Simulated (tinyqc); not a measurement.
Inside a calculation. Method: UKS/LDA (PW92) in the sto-6g basis, for NH, spin multiplicity 3. One step of it, computed by the program tinyqc.

Problem. Iteration 2: building the Kohn-Sham matrix. J_ij = sum D_kl (ij|kl) with D = D(alpha) + D(beta); F = H + J + V_xc; E = tr D H + tr D J / 2 + E_xc + E_nn.

D(alpha) after iteration 1, lower triangle:
```
            1N 1s      1N 2s    1N 2px    1N 2py    1N 2pz     2H 1s
1N 1s    1.056249
1N 2s   -0.253784   1.199928
1N 2px   0.000000   0.000000  1.000000
1N 2py   0.000000   0.000000  0.000000  1.000000
1N 2pz   0.031922  -0.195421  0.000000  0.000000  0.181482
2H 1s    0.026392  -0.313817  0.000000  0.000000  0.349351  0.676879
```

D(beta) after iteration 1, lower triangle:
```
            1N 1s      1N 2s    1N 2px    1N 2py    1N 2pz     2H 1s
1N 1s    1.055837
1N 2s   -0.251656   1.191289
1N 2px   0.000000   0.000000  0.000000
1N 2py   0.000000   0.000000  0.000000  0.000000
1N 2pz   0.035679  -0.208862  0.000000  0.000000  0.162357
2H 1s    0.024816  -0.316042  0.000000  0.000000  0.337389  0.716735
```

core Hamiltonian H = T + V (hartree), lower triangle:
```
             1N 1s      1N 2s     1N 2px     1N 2py     1N 2pz      2H 1s
1N 1s   -24.948844
1N 2s    -5.443211  -6.694179
1N 2px    0.000000   0.000000  -5.383766
1N 2py    0.000000   0.000000   0.000000  -5.383766
1N 2pz   -0.016059  -0.175963   0.000000   0.000000  -5.508921
2H 1s    -1.370487  -2.817560   0.000000   0.000000  -2.170329  -3.957107
```

Two-electron integrals (ij|kl) in chemists' order, unique and non-zero (hartree):
```
(11|11) 4.168742   (21|11) 0.583648   (21|21) 0.104114   (22|11) 0.968487
(22|21) 0.214450   (22|22) 0.708398   (31|31) 0.022075   (32|31) 0.033611
(32|32) 0.156576   (33|11) 0.968488   (33|21) 0.214450   (33|22) 0.708398
(33|33) 0.763241   (41|41) 0.022075   (42|41) 0.033611   (42|42) 0.156576
(43|43) 0.041133   (44|11) 0.968488   (44|21) 0.214450   (44|22) 0.708398
(44|33) 0.680975   (44|44) 0.763241   (51|51) 0.022075   (52|51) 0.033611
(52|52) 0.156576   (53|53) 0.041133   (54|54) 0.041133   (55|11) 0.968488
(55|21) 0.214450   (55|22) 0.708398   (55|33) 0.680975   (55|44) 0.680975
(55|55) 0.763241   (61|11) 0.155431   (61|21) 0.026573   (61|22) 0.053533
(61|33) 0.053384   (61|44) 0.053384   (61|51) 0.001487   (61|52) 0.002903
(61|55) 0.053831   (61|61) 0.006939   (62|11) 0.360949   (62|21) 0.080944
(62|22) 0.293280   (62|33) 0.287522   (62|44) 0.287522   (62|51) 0.007241
(62|52) 0.052067   (62|55) 0.304795   (62|61) 0.020926   (62|62) 0.152561
(63|31) 0.008969   (63|32) 0.049464   (63|53) 0.010577   (63|63) 0.020604
(64|41) 0.008969   (64|42) 0.049464   (64|54) 0.010577   (64|64) 0.020604
(65|11) 0.278906   (65|21) 0.063436   (65|22) 0.244432   (65|33) 0.232712
(65|44) 0.232712   (65|51) 0.013938   (65|52) 0.090201   (65|55) 0.267872
(65|61) 0.017189   (65|62) 0.152859   (65|65) 0.171490   (66|11) 0.497314
(66|21) 0.113576   (66|22) 0.467308   (66|33) 0.445357   (66|44) 0.445357
(66|51) 0.013450   (66|52) 0.128949   (66|55) 0.511209   (66|61) 0.029784
(66|62) 0.302502   (66|65) 0.340505   (66|66) 0.774999
```

nuclear repulsion = 3.58243760 hartree

V_xc(alpha) (hartree), lower triangle:
```
            1N 1s      1N 2s     1N 2px     1N 2py     1N 2pz      2H 1s
1N 1s   -2.554058
1N 2s   -0.324230  -0.689308
1N 2px   0.000000   0.000000  -0.695563
1N 2py   0.000000   0.000000   0.000000  -0.695563
1N 2pz   0.001919  -0.007804   0.000000   0.000000  -0.671712
2H 1s   -0.088380  -0.290587   0.000000   0.000000  -0.250658  -0.523295
```

V_xc(beta) (hartree), lower triangle:
```
            1N 1s      1N 2s     1N 2px     1N 2py     1N 2pz      2H 1s
1N 1s   -2.523164
1N 2s   -0.300703  -0.569187
1N 2px   0.000000   0.000000  -0.553100
1N 2py   0.000000   0.000000   0.000000  -0.553100
1N 2pz   0.002991  -0.002033   0.000000   0.000000  -0.597324
2H 1s   -0.083121  -0.255176   0.000000   0.000000  -0.233899  -0.508154
```

E_xc = sum of w rho eps_xc = -6.73464461 hartree

Give: Coulomb J; F(alpha); F(beta); total energy of this density.

Solution.

Coulomb J (hartree), lower triangle:
```
         1N 1s  1N 2s  1N 2px  1N 2py  1N 2pz  2H 1s
1N 1s   13.438
1N 2s    2.289  5.806
1N 2px   0.000  0.000   5.785
1N 2py   0.000  0.000   0.000   5.785
1N 2pz   0.005  0.116   0.000   0.000   5.849
2H 1s    0.592  2.462   0.000   0.000   2.115  4.187
```

F(alpha) (hartree), lower triangle:
```
          1N 1s   1N 2s  1N 2px  1N 2py  1N 2pz   2H 1s
1N 1s   -14.065
1N 2s    -3.478  -1.577
1N 2px    0.000   0.000  -0.295
1N 2py    0.000   0.000   0.000  -0.295
1N 2pz   -0.009  -0.068   0.000   0.000  -0.332
2H 1s    -0.867  -0.646   0.000   0.000  -0.306  -0.294
```

F(beta) (hartree), lower triangle:
```
          1N 1s   1N 2s  1N 2px  1N 2py  1N 2pz   2H 1s
1N 1s   -14.034
1N 2s    -3.455  -1.457
1N 2px    0.000   0.000  -0.152
1N 2py    0.000   0.000   0.000  -0.152
1N 2pz   -0.008  -0.062   0.000   0.000  -0.257
2H 1s    -0.862  -0.611   0.000   0.000  -0.289  -0.279
```

total energy of this density = -54.39051 hartree
